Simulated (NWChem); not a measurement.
All runs are NWChem calculations. System: dichloromethane (CH2Cl2), charge 0, spin multiplicity 1, optimised in this run. Level: PBE0/def2-SVP.

The NWChem input:

```
start mol
memory heap 200 mb stack 800 mb global 1000 mb
geometry units angstroms
  Cl     1.462057     0.000000    -0.219520
  C      0.000000     0.000000     0.780907
  Cl    -1.462057     0.000000    -0.219520
  H      0.000000    -0.903122     1.389126
  H      0.000000     0.903122     1.389126
  symmetry group C2v
end
basis spherical
  * library def2-svp
end
dft
  xc pbe0
  semidirect memsize 60000000 filesize 0
  iterations 100
end
driver
  maxiter 80
end
task dft optimize
task dft freq
```

NWChem printed:

```
             Northwest Computational Chemistry Package (NWChem) 7.3.0
             --------------------------------------------------------

                                NWChem Input Module
                                -------------------

 Scaling coordinates for geometry "geometry" by  1.889725989
 (inverse scale =  0.529177249)

 Turning off AUTOSYM since
 SYMMETRY directive was detected!

          ------
          auto-z
          ------
  Looking for out-of-plane bends

                             Geometry "geometry" -> ""
                             -------------------------

 Output coordinates in angstroms (scale by  1.889725989 to convert to a.u.)

  No.       Tag          Charge          X              Y              Z
 ---- ---------------- ---------- -------------- -------------- --------------
    1 Cl                  17.0000     1.46205700     0.00000000    -0.21952033
    2 C                    6.0000     0.00000000     0.00000000     0.78090667
    3 Cl                  17.0000    -1.46205700     0.00000000    -0.21952033
    4 H                    1.0000     0.00000000    -0.90312200     1.38912567
    5 H                    1.0000     0.00000000     0.90312200     1.38912567

 Effective nuclear repulsion energy (a.u.)     134.6480068479

            Nuclear Dipole moment (a.u.)
            ----------------------------
        X                 Y               Z
 ---------------- ---------------- ----------------
     0.0000000000     0.0000000000    -0.0000000000

      Symmetry information
      --------------------

 Group name             C2v
 Group number             16
 Group order               4
 No. of unique centers     3

      Symmetry unique atoms

     1    2    4


 Summary of "ao basis" -> "" (spherical)
 ------------------------------------------------------------------------------
       Tag                 Description            Shells   Functions and Types
 ---------------- ------------------------------  ------  ---------------------
 *                          def2-svp                  on all atoms

                           NWChem Geometry Optimization
                           ----------------------------

 maximum gradient threshold         (gmax) =   0.000450
 rms gradient threshold             (grms) =   0.000300
 maximum cartesian step threshold   (xmax) =   0.001800
 rms cartesian step threshold       (xrms) =   0.001200
 fixed trust radius                (trust) =   0.300000
 maximum step size to saddle      (sadstp) =   0.100000
 energy precision                  (eprec) =   5.0D-06
 maximum number of steps          (nptopt) =   80
 initial hessian option           (inhess) =    0
 line search option               (linopt) =    1
 hessian update option            (modupd) =    1
 saddle point option              (modsad) =    0
 initial eigen-mode to follow     (moddir) =    0
 initial variable to follow       (vardir) =    0
 follow first negative mode     (firstneg) =    T
 apply conjugacy                    (opcg) =    F
 source of zmatrix                         =   autoz

          -------------------
          Energy Minimization
          -------------------

 Names of Z-matrix variables
    1              2              3              4              5
    6              7              8              9             10

 Variables with the same non-blank name are constrained to be equal

 Using diagonal initial Hessian
 Scaling for Hessian diagonals: bonds = 1.00  angles = 0.25  torsions = 0.10

          --------
          Step   0
          --------

                         Geometry "geometry" -> "geometry"
                         ---------------------------------

 Output coordinates in angstroms (scale by  1.889725989 to convert to a.u.)

  No.       Tag          Charge          X              Y              Z
 ---- ---------------- ---------- -------------- -------------- --------------
    1 Cl                  17.0000     1.46205700     0.00000000    -0.21952033
    2 C                    6.0000     0.00000000     0.00000000     0.78090667
    3 Cl                  17.0000    -1.46205700     0.00000000    -0.21952033
    4 H                    1.0000     0.00000000    -0.90312200     1.38912567
    5 H                    1.0000     0.00000000     0.90312200     1.38912567

 Effective nuclear repulsion energy (a.u.)     134.6480068479

            Nuclear Dipole moment (a.u.)
            ----------------------------
        X                 Y               Z
 ---------------- ---------------- ----------------
     0.0000000000     0.0000000000    -0.0000000000

      Symmetry information
      --------------------

 Group name             C2v
 Group number             16
 Group order               4
 No. of unique centers     3

      Symmetry unique atoms

     1    2    4

                                 NWChem DFT Module
                                 -----------------

 Summary of "ao basis" -> "ao basis" (spherical)
 ------------------------------------------------------------------------------
       Tag                 Description            Shells   Functions and Types
 ---------------- ------------------------------  ------  ---------------------
 Cl                         def2-svp                 8       18   4s3p1d
 C                          def2-svp                 6       14   3s2p1d
 H                          def2-svp                 3        5   2s1p

 Summary of "ao basis" -> "ao basis" (spherical)
 ------------------------------------------------------------------------------
       Tag                 Description            Shells   Functions and Types
[...]
   14   -3.51578D-01  1.13289D+00  7.45809D-01  1.06809D-07 -7.48286D+01 -3.91071D+01  3.51578D-01  1.13289D+00  7.45809D-01 -2.15311D-08
   15    1.64775D+00 -1.63592D+00 -1.54740D+00  9.71295D-08 -3.92933D+01 -3.91751D+01 -1.64775D+00 -1.63592D+00 -1.54740D+00 -1.66226D-08

              11           12           13           14           15
   ----- ----- ----- ----- -----
   11    2.59616D+02
   12   -1.40508D+02  1.40585D+02
   13    2.61692D-07 -1.97297D-07  5.36937D+01
   14   -1.47567D+01 -1.43508D+01 -6.52603D-08  2.59616D+02
   15    1.43508D+01  1.28234D+01 -1.13748D-07  1.40508D+02  1.40585D+02


 ----------------------------------------------------------------------------
 Normal Eigenvalue ||         Derivative Dipole Moments (debye/angs)
  Mode   [cm**-1]  ||      [d/dqX]             [d/dqY]           [d/dqZ]
 ------ ---------- || ------------------ ------------------ -----------------
    1       -8.993 ||       0.000              -0.427             0.000
    2       -3.758 ||      -0.110               0.000             0.000
    3       -2.906 ||       0.003               0.000             0.000
    4       -2.391 ||       0.000              -0.057             0.000
    5       -2.127 ||      -0.001               0.001             0.000
    6       -1.918 ||      -0.071              -0.000             0.000
    7      287.013 ||      -0.000              -0.000            -0.137
    8      734.194 ||       0.000               0.000             0.585
    9      779.553 ||      -1.782              -0.000             0.000
   10      897.059 ||       0.000               0.185             0.000
   11     1164.464 ||       0.000              -0.000             0.000
   12     1278.905 ||      -0.937              -0.000            -0.000
   13     1443.712 ||      -0.000              -0.000             0.088
   14     3132.223 ||      -0.000               0.000            -0.431
   15     3222.512 ||      -0.000              -0.037             0.000
 ----------------------------------------------------------------------------

 ----------------------------------------------------------------------------
 Normal Eigenvalue ||                 Infra Red Intensities
  Mode   [cm**-1]  || [atomic units] [(debye/angs)**2] [(KM/mol)] [arbitrary]
 ------ ---------- || -------------- ----------------- ---------- -----------
    1       -8.993 ||    0.007894           0.182         7.696       5.639
    2       -3.758 ||    0.000524           0.012         0.511       0.374
    3       -2.906 ||    0.000000           0.000         0.000       0.000
    4       -2.391 ||    0.000141           0.003         0.137       0.101
    5       -2.127 ||    0.000000           0.000         0.000       0.000
    6       -1.918 ||    0.000220           0.005         0.214       0.157
    7      287.013 ||    0.000812           0.019         0.792       0.580
    8      734.194 ||    0.014846           0.343        14.472      10.605
    9      779.553 ||    0.137572           3.174       134.112      98.274
   10      897.059 ||    0.001478           0.034         1.441       1.056
   11     1164.464 ||    0.000000           0.000         0.000       0.000
   12     1278.905 ||    0.038038           0.878        37.082      27.173
   13     1443.712 ||    0.000335           0.008         0.327       0.239
   14     3132.223 ||    0.008063           0.186         7.860       5.760
   15     3222.512 ||    0.000059           0.001         0.057       0.042
 ----------------------------------------------------------------------------

        Vibrational analysis via the FX method
  --- with translations and rotations projected out ---
  --- via the Eckart algorithm                      ---
 Projected Nuclear Hessian trans-rot subspace norm:3.1992D-33
                         (should be close to zero!)

          --------------------------------------------------------
          MASS-WEIGHTED PROJECTED HESSIAN (Hartree/Bohr/Bohr/Kamu)
          --------------------------------------------------------

               1            2            3            4            5            6            7            8            9           10
   ----- ----- ----- ----- -----
    1    4.75296D+00
    2   -1.80117D-07  6.53698D-01
    3   -2.62851D+00  1.76495D-07  2.58898D+00
    4   -4.95175D+00  7.00349D-08  2.56118D+00  2.25011D+01
    5    2.99234D-07 -1.95831D+00 -1.18974D-07  1.44825D-08  5.00569D+01
    6    3.53038D+00 -9.20244D-08 -4.18144D+00 -3.54568D-06  1.12519D-07  3.69817D+01
    7   -1.18041D+00  3.88544D-09 -1.04749D-03 -4.95175D+00 -1.08825D-07 -3.53038D+00  4.75296D+00
    8   -7.42565D-08  1.09054D-01 -4.50109D-08 -5.95125D-08 -1.95830D+00  5.52378D-08  9.46202D-08  6.53698D-01
    9    1.04652D-03  3.74950D-09  3.85895D-01 -2.56117D+00  8.99351D-08 -4.18144D+00  2.62851D+00 -3.77496D-08  2.58898D+00
   10   -1.97863D+00 -2.62921D+00  3.32580D+00 -9.65345D+00  8.75903D-07  1.03678D-05 -1.97863D+00  2.62921D+00 -3.32581D+00  5.36947D+01
   11    3.51579D-01  1.13222D+00 -7.45816D-01 -1.48344D-07 -7.48285D+01  3.91071D+01 -3.51578D-01  1.13222D+00 -7.45816D-01 -2.89543D-06
   12    1.64746D+00  1.63585D+00 -1.54737D+00 -2.26966D-05  3.92924D+01 -3.91745D+01 -1.64745D+00  1.63585D+00 -1.54737D+00  2.36217D-05
   13   -1.97863D+00  2.62921D+00  3.32580D+00 -9.65344D+00 -2.04747D-06  8.94601D-06 -1.97863D+00 -2.62921D+00 -3.32581D+00  2.92576D+00
   14   -3.51578D-01  1.13222D+00  7.45816D-01  3.63882D-08 -7.48285D+01 -3.91071D+01  3.51578D-01  1.13222D+00  7.45816D-01 -2.66820D-06
   15    1.64746D+00 -1.63585D+00 -1.54737D+00 -2.28407D-05 -3.92924D+01 -3.91745D+01 -1.64745D+00 -1.63585D+00 -1.54737D+00  1.70414D-05

              11           12           13           14           15
   ----- ----- ----- ----- -----
   11    2.59620D+02
   12   -1.40506D+02  1.40582D+02
   13    2.30104D-06  1.52095D-05  5.36947D+01
   14   -1.47528D+01 -1.43488D+01  2.11093D-06  2.59620D+02
   15    1.43488D+01  1.28244D+01  1.54024D-05  1.40506D+02  1.40582D+02

 center of mass
 --------------
 x =   0.00000000 y =   0.00000000 z =  -0.05756372

 moments of inertia (a.u.)
 ------------------
          55.092749531656           0.000000000000           0.000000000000
           0.000000000000         594.532864506621           0.000000000000
           0.000000000000           0.000000000000         551.139749431137

 Rotational Constants
 --------------------
 A=   1.092706 cm-1  (  1.572125 K)
 B=   0.109229 cm-1  (  0.157152 K)
 C=   0.101256 cm-1  (  0.145682 K)

 Temperature                      =   298.15K
 frequency scaling parameter      =   1.0000

 Zero-Point correction to Energy  =   18.489 kcal/mol  (  0.029465 au)
 Thermal correction to Energy     =   20.713 kcal/mol  (  0.033009 au)
 Thermal correction to Enthalpy   =   21.305 kcal/mol  (  0.033952 au)

 Total Entropy                    =   64.413 cal/mol-K
   - Translational                =   39.179 cal/mol-K (mol. weight =  83.9534)
   - Rotational                   =   23.017 cal/mol-K (symmetry #  =        2)
   - Vibrational                  =    2.217 cal/mol-K

 Cv (constant volume heat capacity) =   10.089 cal/mol-K
   - Translational                  =    2.979 cal/mol-K
   - Rotational                     =    2.979 cal/mol-K
   - Vibrational                    =    4.130 cal/mol-K


 ----------------------------------------------------------------------------
 Normal Eigenvalue ||    Projected Derivative Dipole Moments (debye/angs)
  Mode   [cm**-1]  ||      [d/dqX]             [d/dqY]           [d/dqZ]
 ------ ---------- || ------------------ ------------------ -----------------
    1       -0.000 ||       0.000              -0.397            -0.000
    2       -0.000 ||      -0.002               0.000            -0.000
    3        0.000 ||      -0.000              -0.121            -0.000
    4        0.000 ||       0.000              -0.116            -0.000
    5        0.000 ||      -0.091               0.001            -0.000
    6        0.000 ||       0.094               0.001            -0.000
    7      287.025 ||      -0.000               0.000            -0.137
    8      734.197 ||       0.000               0.000             0.585
    9      779.541 ||      -1.782               0.000             0.000
   10      897.077 ||      -0.000              -0.185             0.000
   11     1164.449 ||      -0.000              -0.000             0.000
   12     1278.941 ||       0.937               0.000            -0.000
   13     1443.698 ||      -0.000              -0.000             0.088
   14     3132.221 ||      -0.000              -0.000            -0.431
   15     3222.512 ||      -0.000              -0.037             0.000
 ----------------------------------------------------------------------------

 ----------------------------------------------------------------------------
 Normal Eigenvalue ||           Projected Infra Red Intensities
  Mode   [cm**-1]  || [atomic units] [(debye/angs)**2] [(KM/mol)] [arbitrary]
 ------ ---------- || -------------- ----------------- ---------- -----------
    1       -0.000 ||    0.006819           0.157         6.647       4.871
    2       -0.000 ||    0.000000           0.000         0.000       0.000
    3        0.000 ||    0.000633           0.015         0.617       0.452
    4        0.000 ||    0.000583           0.013         0.568       0.416
    5        0.000 ||    0.000360           0.008         0.351       0.257
    6        0.000 ||    0.000384           0.009         0.374       0.274
    7      287.025 ||    0.000812           0.019         0.792       0.580
    8      734.197 ||    0.014846           0.343        14.473      10.605
    9      779.541 ||    0.137570           3.174       134.110      98.273
   10      897.077 ||    0.001478           0.034         1.441       1.056
   11     1164.449 ||    0.000000           0.000         0.000       0.000
   12     1278.941 ||    0.038040           0.878        37.083      27.174
   13     1443.698 ||    0.000335           0.008         0.327       0.239
   14     3132.221 ||    0.008063           0.186         7.860       5.760
   15     3222.512 ||    0.000059           0.001         0.057       0.042
 ----------------------------------------------------------------------------

 Task  times  cpu:       44.0s     wall:       44.0s

 Total times  cpu:       50.1s     wall:       50.1s
```
